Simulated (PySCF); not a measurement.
System (SMILES): O (H2O).
Geometry (B3LYP-D3(BJ)/def2-TZVP, fixed):
```xyz
3

O      0.0070     0.0013     0.1167
H     -0.0500     0.7593    -0.4742
H     -0.0062    -0.7700    -0.4592
```

Basis-set convergence of the mean static polarisability at PBE0 with PySCF. All functions are spherical. Density fitting with generated auxiliary sets. No added dispersion term, no relativity. Reference: the value in d-aug-cc-pVTZ, 9.83 bohr³, itself unsure by roughly 0.6 % (its mean distance from aug-pcseg-3, aug-cc-pVQZ, aug-pcseg-2). Deviations are taken from unrounded values.

| basis | functions | mean static polarisability (bohr³) |
|---|---|---|
| cc-pVDZ | 24 | 5.26 |
| aug-cc-pVDZ | 41 | 9.25 |
| def2-SVP | 24 | 5.18 |
| def2-SVPD | 39 | 9.44 |
| pcseg-1 | 24 | 5.27 |
| aug-pcseg-1 | 41 | 9.66 |
| 6-311G** | 30 | 5.85 |
| 6-311+G** | 34 | 7.14 |
| def2-TZVP | 43 | 6.61 |
| def2-TZVPD | 58 | 9.62 |
| cc-pVTZ | 58 | 7.06 |
| aug-cc-pVTZ | 92 | 9.61 |
| pcseg-2 | 58 | 7.52 |
| aug-pcseg-2 | 92 | 9.76 |
| def2-TZVPP | 59 | 7.37 |
| def2-TZVPPD | 74 | 9.67 |
| cc-pVQZ | 115 | 7.97 |
| aug-cc-pVQZ | 172 | 9.73 |
| def2-QZVPP | 117 | 8.31 |
| def2-QZVPPD | 132 | 9.74 |
| pcseg-3 | 126 | 8.97 |
| aug-pcseg-3 | 183 | 9.81 |

What the diffuse functions change, pair by pair:
- cc-pVDZ to aug-cc-pVDZ: 17 more functions, deviation -46.4 to -6.0 %
- def2-SVP to def2-SVPD: 15 more functions, deviation -47.3 to -3.9 %
- pcseg-1 to aug-pcseg-1: 17 more functions, deviation -46.4 to -1.8 %
- 6-311G** to 6-311+G**: 4 more functions, deviation -40.5 to -27.4 %
- def2-TZVP to def2-TZVPD: 15 more functions, deviation -32.8 to -2.1 %
- cc-pVTZ to aug-cc-pVTZ: 34 more functions, deviation -28.1 to -2.2 %
- pcseg-2 to aug-pcseg-2: 34 more functions, deviation -23.5 to -0.7 %
- def2-TZVPP to def2-TZVPPD: 15 more functions, deviation -25.1 to -1.6 %
- cc-pVQZ to aug-cc-pVQZ: 57 more functions, deviation -18.9 to -1.0 %
- def2-QZVPP to def2-QZVPPD: 15 more functions, deviation -15.4 to -1.0 %
- pcseg-3 to aug-pcseg-3: 57 more functions, deviation -8.8 to -0.2 %

They bring the value nearer the reference by more than 0.6 % in 11 of 11 pairs.
